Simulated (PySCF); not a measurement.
Cartesian coordinates (Å):
SMILES: [SH]
```xyz
2

S      0.6837     0.0000     0.0000
H     -0.6837     0.0000     0.0000
```
Charge 0, spin multiplicity 2.

Q: Give the dipole moment, total energy and highest occupied spin orbital at the level TPSSh-D3(BJ)/def2-TZVP // BP86-D3(BJ)/def2-SVP (PySCF).

A: 
```yaml
dipole_moment: 0.88 D
total_energy: -10851.13 eV
highest_occupied_spin_orbital: -6.75 eV
```
